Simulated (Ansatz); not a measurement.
**CH₅BS: small, medium and large basis sets**

How large a basis does CH₅BS need? Two functionals are run in growing sets.

Computed with Ansatz 0.2.0, Gaussian basis. Level: one geometry, several basis sets.

Plan: PBE0-D4/def2-SVP; ωB97M-V/def2-SVP; PBE0-D4/def2-QZVPP; ωB97M-V/def2-QZVPP; the functionals' def2-TZVPP values are taken from earlier runs.

## 1. Structure used throughout

An earlier PBE0-D4 in a triple-zeta def2 set relaxation fixed the geometry.

SMILES `BSC`, 8 atoms, charge 0, spin multiplicity 1.

Atoms are counted from 1 here; the program's logs count them from 0.

Bond lengths: B1–S2 1.749 Å, B1–H4 1.194 Å, B1–H5 1.193 Å, S2–C3 1.809 Å, C3–H6 1.090 Å, C3–H7 1.090 Å, C3–H8 1.088 Å. Angles: S2–B1–H4 121.2°, S2–B1–H5 115.9°, H4–B1–H5 123.0°, B1–S2–C3 105.8°, S2–C3–H6 109.1°, S2–C3–H7 109.0°, S2–C3–H8 109.9°, H6–C3–H7 109.0°, H6–C3–H8 109.9°, H7–C3–H8 109.9°.

## 2. PBE0-D4 in def2-SVP

Input file in.yaml:

```yaml
crystal:
  periodic: [false, false, false]
  atoms:
    - {symbol: B, position_ang: [-0.869860, 0.955377, -0.908043]}
    - {symbol: S, position_ang: [0.707846, 0.854070, -0.159016]}
    - {symbol: C, position_ang: [0.741398, -0.735745, 0.702946]}
    - {symbol: H, position_ang: [-1.667750, 0.075288, -0.790320]}
    - {symbol: H, position_ang: [-1.086108, 1.947787, -1.532927]}
    - {symbol: H, position_ang: [0.910647, -0.561005, 1.765134]}
    - {symbol: H, position_ang: [1.559561, -1.336980, 0.307263]}
    - {symbol: H, position_ang: [-0.203535, -1.255992, 0.559162]}
basis:
  gaussian: {orbitals: def2-SVP}
hamiltonian: {xc: pbe0, dispersion: d4}
output: {orbitals: {seedname: orbitals}}
```

Further steps of the session: ωB97M-V in def2-SVP; PBE0-D4 in def2-QZVPP; ωB97M-V in def2-QZVPP.

**Question.** What will the summary of the whole plan be? Wanted: PBE0-D4: double and triple zeta above quadruple; ωB97M-V: double and triple zeta above quadruple.

**Answer**, as computed:

```
                                       quantity          value
PBE0-D4: double and triple zeta above quadruple  6.20, 0.44 eV
ωB97M-V: double and triple zeta above quadruple  6.32, 0.42 eV
```

In words: PBE0-D4 gains 5.76 eV from double to triple zeta, then 0.44 eV more. Total energies overstate the basis error of differences, where much of it tends to cancel.
